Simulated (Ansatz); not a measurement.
Reaction (SMILES): [H][H] (H2) → 2 H atom
B3LYP-D3(BJ)/def2-TZVP geometries, fixed; electronic energies without zero-point terms.

How fast the bond dissociation energy converges with the basis for several methods (Ansatz, a first-principles code): deviation from each method's own reference, in kcal/mol. References: B3LYP 110.32 kcal/mol, the value in aug-cc-pV5Z; CCSD(T) 109.51 kcal/mol, Hartree-Fock in aug-cc-pV5Z plus the correlation part extrapolated as X^-3 from aug-cc-pVQZ and aug-cc-pV5Z; HF 83.82 kcal/mol, the value in aug-cc-pV5Z; MP2 105.32 kcal/mol, Hartree-Fock in aug-cc-pV5Z plus the correlation part extrapolated as X^-3 from aug-cc-pVQZ and aug-cc-pV5Z; PBE 104.63 kcal/mol, the value in aug-cc-pV5Z; r2SCAN 107.65 kcal/mol, the value in aug-cc-pV5Z. All functions are spherical. Open shells are unrestricted. No added dispersion term, no relativity. 

```csv
basis,functions,B3LYP,CCSD(T),HF,MP2,PBE,r2SCAN
cc-pVDZ,10,-3.10,-6.02,-2.14,-7.06,-2.51,-2.52
6-311G**,12,-0.35,-3.64,-0.48,-4.53,-0.10,-0.34
aug-cc-pVDZ,18,-3.32,-5.33,-2.16,-6.51,-2.91,-2.69
def2-TZVPD,18,-0.27,-3.14,-0.35,-4.08,-0.05,-0.27
aug-pcseg-1,18,-1.82,-4.59,-0.28,-5.32,-1.67,-1.17
def2-TZVPP,28,-0.07,-1.13,-0.17,-1.78,0.10,-0.08
jun-cc-pV(T+d)Z,28,-0.08,-1.13,-0.17,-1.79,0.09,-0.08
def2-TZVPPD,34,-0.06,-1.05,-0.13,-1.71,0.10,-0.07
cc-pVQZ,60,0.02,-0.39,-0.03,-0.75,0.08,0.01
pcseg-3,66,-0.03,-0.38,0.00,-0.74,-0.01,-0.01
pcseg-4,122,0.00,-0.21,0.00,-0.41,0.00,0.00
aug-cc-pV5Z,160,0.00,-0.16,0.00,-0.32,0.00,0.00
```

Mean absolute deviation over 6-311G**, def2-TZVPD, def2-TZVPP, jun-cc-pV(T+d)Z, def2-TZVPPD: PBE 0.09, B3LYP 0.17, r2SCAN 0.17, HF 0.26, CCSD(T) 2.02, MP2 2.78 kcal/mol.
